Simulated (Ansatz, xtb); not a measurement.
## Redistribution: CHFO + C2H6O → CH2O2 + C2H5F

Species: CHFO (formyl fluoride) `O=CF`, singlet; C2H6O (ethanol) `CCO`, singlet; CH2O2 (formic acid) `O=CO`, singlet; C2H5F `CCF`, singlet. The partners trade F for OH; both sit on C, so the bond types are kept.

Shapes, held fixed at every level: PBE0-D4/def2-TZVP. Flexible molecules stand in one conformer, not always the lowest. Programs: Ansatz 0.2.0, xtb 6.7.1. The zero-point and thermal change to 298 K, harmonic and unscaled (PBE0-D4/def2-TZVP), is +1.7 kJ/mol.

**The experiment to reproduce.** Tabulated heats of formation (Active Thermochemical Tables, CRC Handbook of Chemistry and Physics): CHFO -382.5 (ATcT); C2H6O -234.6 (ATcT); CH2O2 -378.7 (CRC); C2H5F -272.5 (ATcT) kJ/mol, which give ΔH(298 K) = -34.1 kJ/mol.

```
               level                    kind  ΔH (kJ/mol)  computed − measured  CPU time (all species)
            GFN2-xTB          semi-empirical        -60.6                -26.5                  0.19 s
    SPW92/def2-TZVPP                     LDA        -37.9                 -3.8                   6.3 s
   PBE-D4/def2-TZVPP                     GGA        -35.9                 -1.8                    12 s
 B3LYP-D4/def2-TZVPP           global hybrid        -37.4                 -3.3                    15 s
 BHLYP-D4/def2-TZVPP           global hybrid        -39.2                 -5.1                    13 s
  wB97M-V/def2-TZVPP  range-separated hybrid        -35.4                 -1.3                    43 s
        MP2/def2-SVP     perturbation theory        -33.7                 +0.4                       –
  CCSD(T)/def2-TZVPP   coupled cluster or CI        -32.8                 +1.4                 1.8 min
CCSD(T)/CBS estimate   coupled cluster or CI        -33.9                 +0.3                  19 min
```

Nearest: CCSD(T)/CBS estimate (+0.3); farthest: GFN2-xTB (-26.5). 8 of 9 levels lie within 10 kJ/mol. The CBS estimate extrapolates MP2 from def2-TZVPP and def2-QZVPP and adds CCSD(T) − MP2 in the triple-zeta set, cores frozen. Times are processor times on shared x86 and Arm servers, and rough.
